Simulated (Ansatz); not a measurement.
C2H2FNO at its PBE0-D4/def2-TZVP geometry, where that method's forces vanish. Charge 0, multiplicity 1. The bonds changed during the relaxation, so this is another structure than the one it started from.

```xyz
7

O    -0.8357   -0.3904   -1.3572
C     0.1399    0.2165   -0.7554
C     0.0403   -0.0812    0.7075
F    -0.9524   -0.8621    1.1295
N     0.8534    0.3759    1.5440
H    -0.7770   -0.2015   -2.3042
H     1.5315    0.9429    1.0358
```

(1) What forces (eV/Å) does PBE-D4/def2-TZVPP give on these atoms in Ansatz 0.2.0? (Best estimate.)

## Answers

(1) The calculation gave: 
```
O1  -0.707 -0.509  0.015
C2   0.687  0.466  0.173
C3  -0.059  0.073 -0.754
F4  -0.652 -0.519  0.319
N5   0.450  0.189  0.883
H6   0.033  0.096 -0.468
H7   0.248  0.204 -0.168
```
